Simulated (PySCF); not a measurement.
Bonds (- single, = double, # triple, : aromatic): C1-C2 1.491 Å, C2=C3 1.334 Å, C3-C4 1.485 Å, C3-F5 1.346 Å. C1 carries H6, H7, H8; C2 carries H9; C4 carries H10, H11, H12. Stereochemistry as in C/C=C(/C)F.

Calculated, not measured (PySCF 2.14): spin–spin couplings from B3LYP/pcJ-1 (spin–dipole term only in couplings to heteroatoms), geometry from PBE0-D3(BJ)/def2-SVP, shielding tensors at PBE0/pcSseg-1 (GIAO). A single conformation, relativity neglected, isolated molecule, averaged over atoms made equivalent by symmetry, fast rotation or ring inversion.

**Question.** List the cross peaks expected in HSQC, COSY and HMBC spectra.

**Answer.** 

HSQC (one-bond C–H):
```
                δH          δC  ¹J(C,H) (Hz)
         4.50 (H9)  106.7 (C2)           164
1.87 (H10/H11/H12)   20.3 (C4)           135
   1.68 (H6/H7/H8)   11.4 (C1)           134
```

COSY cross peaks (|J| ≥ 2 Hz):
```
                δH               δH  abs. J (Hz)  bonds
         4.50 (H9)  1.68 (H6/H7/H8)          8.0      3
1.87 (H10/H11/H12)  1.68 (H6/H7/H8)          2.1      5
```

HMBC (two and three bonds, |J| ≥ 2.5 Hz):
```
                δH                                    δC [abs. J in Hz]
         4.50 (H9)  164.7 (C3) [10.5], 20.3 (C4) [3.4], 11.4 (C1) [2.9]
1.87 (H10/H11/H12)                   164.7 (C3) [6.7], 106.7 (C2) [4.4]
   1.68 (H6/H7/H8)                   164.7 (C3) [7.2], 106.7 (C2) [6.7]
```

References, each an isolated molecule treated in the same way: ¹H (σ = 31.27 ppm) and ¹³C (σ = 184.41 ppm) against TMS.

Short H···H contacts in this conformer between protons four or more bonds apart (candidates for NOE cross peaks, intensity ∝ r⁻⁶): H9···H11 2.45 Å.

Common functionals overestimate the size of one-bond C–F couplings by tens of Hz; these are unscaled. Unscaled 3J(H,H) at this level run about 10 % above measured values. Shifts are as computed. Against solution values, carbons near 30 ppm lie about +2 ppm off and those near 130 ppm about +5 ppm. Of 1211 compounds with measured shifts, 218 miss one by over three times the rms of a fit or turn the order of signals round; such compounds aren't used in these exercises.
